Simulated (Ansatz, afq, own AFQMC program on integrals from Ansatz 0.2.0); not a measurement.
# CH2, singlet: AFQMC among the cluster methods

```xyz
3

C     0.0000   -0.1011    0.0000
H     0.0000    0.6021   -0.8621
H     0.0000    0.6021    0.8621
```

Basis cc-pVTZ. Only valence electrons are correlated. Ansatz 0.2.0 and our own AFQMC program on the same integrals; the CISD trial comes from CCSD amplitudes, and released means the phaseless constraint is let go. Free AFQMC starts from the CCSD state and is never constrained. Its projection time is finite, and what remains of the start isn't in its error. Uncertainties: one standard error, sampling alone.

Determinant: RHF, the one that the program's search chose, which needn't be the lowest solution. The geometry is a PBE0/def2-TZVP stationary point of this or a neighbouring charge and spin state.

No full CI on the walks' own integrals is used here; CCSDT(Q) serves as the reference and is uncertain by about the last step of the cluster series.

Cautions: higher spins were not checked; restricted determinant unstable towards unrestricted (UHF 497 meV lower, ⟨S²⟩ 0.72); the ph-AFQMC/CISD walk drifts between its halves (2.2 errors).

```
T1 diagnostic                               : 0.0092
weight of the determinant in the CISD state : 0.919
size of the correlated space                : 6 electrons in 57 orbitals
```

Reference: CCSDT(Q), correlation energy -4.632 eV. The released energy is read at 2.40 1/Eh (meV from the phaseless value at times in 1/Eh: -8 ± 11 at 0.24, 2 ± 12 at 0.51, -1 ± 8 at 0.99, -3 ± 10 at 1.62, -15 ± 14 at 2.40).

| level | E − E(reference) (kJ/mol) | share of correlation (%) |
| --- | --- | --- |
| HF | 446.9 | 0.00 |
| MP2 | 82.6 | 81.53 |
| CCSD | 15.3 | 96.58 |
| CCSD(T) | 2.6 | 99.41 |
| CCSDT | 0.5 | 99.89 |
| ph-AFQMC/HF | -4.5 ± 6.7 | 101.02 |
| ph-AFQMC/CISD | -1.3 ± 0.9 | 100.28 |
| released AFQMC | -2.7 ± 1.4 | 100.60 |
| free AFQMC | -1.1 ± 1.5 | 100.26 |

Free projections are given only where their last times agree within the noise and don't stop above the reference; a slow remainder of the start can still hide under it. A walk keeps the symmetry of its determinant, which the program's search chose and which needn't be the lowest solution, so a lower state of the same spin and another symmetry isn't excluded. Released energies are given only where the last usable release times agree within the noise; a slower fall can still hide under it.
